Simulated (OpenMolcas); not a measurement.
# CCSD(T)/6-311G run of [S4]2+ ([S4]2+), part 2 of 2

OpenMolcas 26.06. Earlier steps stand in the parts before.

## Step 3: The triplet, same level

File test.inp:

```
&GATEWAY
 BasLib
 $CurrDir
 Coord
 4
 angstrom
 S       -0.730680      -0.794970      -0.967900
 S        1.248210      -0.367920      -0.639880
 S        0.730700       0.795430       0.967650
 S       -1.248240       0.367450       0.640120
 Basis
 6-311G
 Group
 NoSym

&SEWARD

&SCF
 UHF
 Charge
 2
 Spin
 3
 PrOrbitals
 1 2

&RASSCF
 FileOrb
 $Project.UnaOrb
 Spin
 3
 Nactel
 2 0 0
 Inactive
 30
 Ras2
 2
 OutOrbitals
 Canonical
 OrbListing
 Nothing

&MOTRA
 JobIph
 Frozen
 20

&CCSDT
 CCT
 Triples
 3
 Iterations
 50
 Extrapolation
 5 4
```

The basis set 6-311G is read from a file made from the Basis Set Exchange's data (not shown).

Started as:

```sh
$ export MOLCAS_MEM=1860
$ pymolcas test.inp > test.log
```

The program printed:

```text
--- Start Module: gateway ---

                                              &GATEWAY

                       available to each process: 1.9 GB of memory, 1 thread

 Basis Set     1 Label: S.6-311G
 Basis set is read from library:.
 basistype.tbl is not found

++    Symmetry information:
      ---------------------

                    Character Table for C1

                             E
                    a        1  x, y, xy, Rz, z, xz, Ry, yz, Rx, I
--

++    Basis set information:
      ----------------------

      Basis set label: S.6-311G.........

      Electronic valence basis set:
      ------------------
      Associated Effective Charge  16.000000 au
      Associated Actual Charge     16.000000 au
      Nuclear Model: Point charge

      Shell  nPrim  nBasis  Cartesian Spherical Contaminant
         s      12       6        X
         p       9       5        X
--

++    Molecular structure info:
      -------------------------

                    ************************************************
                    **** Cartesian Coordinates / bohr, angstrom ****
                    ************************************************

     Center  Label                x              y              z                     x              y              z
        1      S1              -1.380785      -1.502276      -1.829066             -0.730680      -0.794970      -0.967900
        2      S2               2.358775      -0.695268      -1.209198              1.248210      -0.367920      -0.639880
        3      S3               1.380823       1.503145       1.828593              0.730700       0.795430       0.967650
        4      S4              -2.358832       0.694380       1.209651             -1.248240       0.367450       0.640120

                    ***************************************
                    *    InterNuclear Distances / bohr    *
                    ***************************************

               1 S1            2 S2            3 S3            4 S4
    1 S1       0.000000
    2 S2       3.875540        0.000000
    3 S3       5.480648        3.875253        0.000000
    4 S4       3.875006        5.480672        3.875849        0.000000

                    *******************************************
                    *    InterNuclear Distances / angstrom    *
                    *******************************************

               1 S1            2 S2            3 S3            4 S4
    1 S1       0.000000
    2 S2       2.050847        0.000000
    3 S3       2.900234        2.050696        0.000000
    4 S4       2.050565        2.900247        2.051011        0.000000
--

            Nuclear Potential Energy            357.64937332 au

--- Stop Module: gateway /rc=_RC_ALL_IS_WELL_ ---

--- Start Module: seward ---

                                              &SEWARD

                       available to each process: 1.9 GB of memory, 1 thread

               SEWARD will generate:
                  Multipole Moment integrals up to order  2
                  Kinetic Energy integrals
                  Nuclear Attraction integrals (point charge)
                  One-Electron Hamiltonian integrals
                  Velocity integrals
                  Orbital angular momentum around ( -0.0000  -0.0000  -0.0000 )
                  Velocity quadrupole around ( -0.0000  -0.0000  -0.0000 )
                  Two-Electron Repulsion integrals

                   Integrals are discarded if absolute value <: 1.00E-14
                   Integral cutoff threshold is set to       <: 1.00E-16

            Nuclear Potential Energy            357.64937332 au

      Basis set specifications :
      Symmetry species         a
      Basis functions           84

--- Stop Module: seward /rc=_RC_ALL_IS_WELL_ ---
--- Module seward spent 1 second ---

--- Start Module: scf ---

                                                &SCF

                       available to each process: 1.9 GB of memory, 1 thread

++    Input section:
      --------------

      Header of the integral files:

      Cartesian coordinates in angstrom:
      -----------------------------------------------------
      No.  Label        X            Y            Z
      -----------------------------------------------------
       1   S1        -0.73068000  -0.79497000  -0.96790000
       2   S2         1.24821000  -0.36792000  -0.63988000
       3   S3         0.73070000   0.79543000   0.96765000
       4   S4        -1.24824000   0.36745000   0.64012000
      -----------------------------------------------------
      Nuclear repulsion energy =  357.64937332
--

++    Orbital specifications:
      -----------------------

      Symmetry species               1
                                     a
      Frozen orbitals                0
      Start temperature = 0.500
      End temperature   = 0.010
      Temperature Factor= 0.460
      Deleted orbitals               0
      Total number of orbitals      84
      Number of basis functions     84
--

      Molecular charge                           2.000

++    Optimization specifications:
      ----------------------------

[... 20 lines left out ...]
++ Convergence information
                               UHF SCF        iterations: Energy and convergence statistics
[... 37 lines left out ...]
       Convergence after  29 Iterations
[... 3 lines left out ...]
 *                                             SCF/KS-DFT Program, Final results                                             *
 *                                                       Final Results                                                       *
[... 138 lines left out ...]
      Title: Natural orbitals
[... 89 lines left out ...]
      Dipole Moment (debye):
[... 36 lines left out ...]
      Nuclear repulsion energy =  357.64937332
[... 59 lines left out ...]
      Title:UHF natural orbitals
[... 7 lines left out ...]
                                         RASSCF iterations: Energy and convergence statistics
[... 10 lines left out ...]
      Convergence after 10 iterations
[... 7 lines left out ...]
      Note: transformation to natural orbitals
[... 2 lines left out ...]
      printout of CI-coefficients larger than  0.05 for root  1
      energy=   -1589.002452
      conf/sym  11     Coeff  Weight
[... 2 lines left out ...]
      Natural orbitals and occupation numbers for root  1
[... 3 lines left out ...]
      *                                                    Final results                                                     *
[... 2 lines left out ...]
++    Final optimization conditions:
[... 3 lines left out ...]
      RASSCF energy for state  1                  -1589.00245194
[... 9 lines left out ...]
      Final state energy(ies):
[... 2 lines left out ...]
::    RASSCF root number  1 Total energy:  -1589.00245194
      Von Neumann Entropy (Root   1) =  1.00000
[... 28 lines left out ...]
      Dipole Moment (debye):
[... 29 lines left out ...]
      Natural orbitals for root   1 are written to the RASORB.1 file
      Spin density orbitals for root   1 are written to the SPDORB.1 file
[... 10 lines left out ...]
      *** WARNING: Default frozen orbitals is overwritten by user input.
[... 16 lines left out ...]
      Nuclear repulsion energy =  357.64937332
[... 35 lines left out ...]
      Wave function specifications from previous RASSCF:
      --------------------------------------------------

      Number of closed shell electrons          60
      Number of electrons in active shells       2
      Max number of holes in RAS1 space          0
      Max number of electrons in RAS3 space      0
      Number of inactive orbitals               30
      Number of active orbitals                  2
      Number of secondary orbitals              52
      Spin quantum number                      1.0
      State symmetry                             1
      Number of configuration state fnc.         1
      Number of root(s) available                1
      CI root used                               1
      This is a high spin open shell RHF reference function

      Orbital specifications from previous RASSCF:
      --------------------------------------------

      Symmetry species                           1
      Frozen orbitals                            0
      Inactive orbitals                         30
      Active orbitals                            2
      Secondary orbitals                        52
      Deleted orbitals                           0
      Number of basis functions                 84

      SCF energy:  -1589.00245194
      -----------

      Required WRK size-sum :              1571134

      Wave function specifications:
      -----------------------------

      Spin mutiplicity                           3
      State symmetry                             1

      Orbital specifications:
      -----------------------

      Symmetry species                           1
      Total no. of orbitals                     64
      No. of occupied orbitals with alpha spin  12
      No. of occupied orbitals with beta spin   10
      No. of virtual orbitals with alpha spin   52
      No. of virtual orbitals with beta spin    54

      Methods and options:
      --------------------

      Max no. of iterations                  50
      Type of denominators                  diagonal Fock matrix elements
      energy convergence criterium                0.00000010000000

 DIIS EXTRAPOLATION USED     : YES
 FIRST ITERATION OF EXT.     :  5
 EXTRAPOLATION CYCLE         :  4

 SPIN ADAPTATION             : NONE
 RST. INF. WILL BE SAVED IN  : RSTART
 PREFERENCE MATRIX MULT.     : NORMAL
 DENOMINATOR SHIFT FOR OCC.  :      0.00000
 DENOMINATOR SHIFT FOR VIRT. :      0.00000
 LEVEL OF OUTPUT PRINTING    : MINIMAL
 INPUT/OUTPUT HANDLING       : Standard SQ
 MATRIX OPERATIONS           : ESSL

  nProcs, myRank                    1                    0
  Basic Work space requirements    :              2590688
  Max Size            232498275
  Final Work space requirements    :              3008480
  Allocation of work space   : Done

      Iteration       Total enegy      Corr. energy      Difference
          1        -1589.21622830      -0.21377636      -0.21377636
          2        -1589.23189795      -0.22944602      -0.01566966
          3        -1589.24198494      -0.23953301      -0.01008699
[... 17 lines of this table left out ...]
         21        -1589.24911597      -0.24666403      -0.00000006
      Convergence after                    22  Iterations

      Total energy (diff) :   -1589.24911597      -0.00000006
      Correlation energy  :        -0.2466640323288
      Reference energy    :     -1589.0024519369649
      E1aa   contribution :      -0.00143597
      E1bb   contribution :      -0.00140900
      E2aaaa contribution :      -0.02029348
      E2bbbb contribution :      -0.02892938
      E2abab contribution :      -0.19459620

 Five largest amplitudes of :T1aa
  SYMA   SYMB   SYMI   SYMJ     A      B      I      J     VALUE
    1      0      1      0      1      0      9      0     0.0511463445
    1      0      1      0      3      0      4      0    -0.0419731881
    1      0      1      0      2      0      8      0    -0.0363307671
    1      0      1      0      2      0      2      0    -0.0175616873
    1      0      1      0      1      0      3      0     0.0135899703
 Euclidian norm is :     0.0871308707

 Five largest amplitudes of :T1bb
  SYMA   SYMB   SYMI   SYMJ     A      B      I      J     VALUE
    1      0      1      0      2      0      7      0    -0.1568754502
    1      0      1      0      4      0      8      0    -0.0500191910
    1      0      1      0      8      0      7      0    -0.0287997133
    1      0      1      0      6      0      5      0     0.0284436806
    1      0      1      0      9      0      8      0    -0.0182866555
 Euclidian norm is :     0.1778707158

 Five largest amplitudes of :T2aaaa
  SYMA   SYMB   SYMI   SYMJ     A      B      I      J     VALUE
    1      1      1      1      3      1      8      5     0.0201407783
    1      1      1      1      2      1      9      8     0.0199491820
    1      1      1      1      3      2      9      5     0.0194858563
    1      1      1      1      4      2      9      6    -0.0173235394
    1      1      1      1      4      1      8      6    -0.0169149448
 Euclidian norm is :     0.0921874033

 Five largest amplitudes of :T2bbbb
  SYMA   SYMB   SYMI   SYMJ     A      B      I      J     VALUE
    1      1      1      1      4      2     10      5     0.0392743751
    1      1      1      1      3      1      7      5    -0.0355059788
    1      1      1      1      5      1      8      7    -0.0346637457
    1      1      1      1      5      2     10      9    -0.0343731629
    1      1      1      1      6      1      9      7    -0.0310442890
 Euclidian norm is :     0.1461790973

 Five largest amplitudes of :T2abab
  SYMA   SYMB   SYMI   SYMJ     A      B      I      J     VALUE
    1      1      1      1      1      3      9      9    -0.0556279073
    1      1      1      1      2      2      5     10    -0.0478866981
    1      1      1      1      4      6      9      9    -0.0452544393
    1      1      1      1      1      1      5      7     0.0431028079
    1      1      1      1      4      3      9      5     0.0430519085
 Euclidian norm is :     0.3807909703

      Happy Landing!

  **********************************
   Triples Contribution Calculation
  **********************************

 NORB  64
 NOA   12
 NOB   10
 NVA   52
 NVB   54

 NUMBER OF IRREPS             :  1
 MULTIPLICITY                 :  3
 OVERALL SYMMETRY STATE       :  1
 METHOD                       : CCSD+T(CCSD)+<T3(1)WT1>+<T3(1)UT2> = CCSD(T)
 TYPE OF DENOMINATOR          : DIAGONAL
 SPIN ADAPTATION             : NONE
 CCSD RESULTS LOAD FROM FILE : RSTART
 PREFERENCE MATRIX MULT.     : NORMAL
 DENOMINATOR SHIFT FOR OCC.  :  0.00000E+00
 DENOMINATOR SHIFT FOR VIRT. :  0.00000E+00
 LEVEL OF OUTPUT PRINTING    : MINIMAL
 INPUT/OUTPUT HANDLING       : Standard SQ
 MATRIX HANDLING             : ESSL
 IJ CYCLE SEGMENTED          : NO

  Work space requirements :              1918854
  Allocation of work space : Done
       CCSD     =     -1589.2491159692936
       T3 corr. =        -0.0095390254864
       CCSD + T3=     -1589.2586549947800
  T3 energy decomposition into spin parts
  Eaaa =  -9.8894393462590043E-005
  Eaab =  -3.9359878537871609E-003
  Eabb =  -5.1220883078412346E-003
  Ebbb =  -3.8205493130308055E-004

      Happy Landing!

--- Stop Module: ccsdt /rc=_RC_ALL_IS_WELL_ ---
--- Module ccsdt spent 10 seconds ---

.##################.
.# Happy landing! #.
.##################.

    Timing: Wall=18.93 User=16.09 System=1.82
```

Wall time 19 s (1 thread of AMD EPYC 9R45 (Zen 5), shared host); peak memory 0.47 GiB.

## Step 4: Summary of results

The summary covers parts 1 to 2.

At CCSD(T)/6-311G, 20 core orbitals frozen:

| quantity | value |
| --- | --- |
| singlet: total energy | -1589.33976 Eh |
| singlet: HOMO energy (Hartree–Fock orbitals) | -23.75 eV |
| singlet: LUMO energy (Hartree–Fock orbitals) | -14.90 eV |
| singlet: HOMO–LUMO gap (Hartree–Fock orbitals) | 8.85 eV |
| singlet: correlation energy (20 core orbitals frozen) | -326.5 mEh |
| singlet: (T) correction | -17.92 mEh |
| triplet: total energy | -1589.25865 Eh |
| triplet: (T) correction | -9.54 mEh |
| vertical energy of the triplet above the singlet | 2.207 eV |

In words: At this shape the triplet lies 2.21 eV (51 kcal/mol) above the singlet. The triples (singlet) make up 5.5 % of the correlation energy.
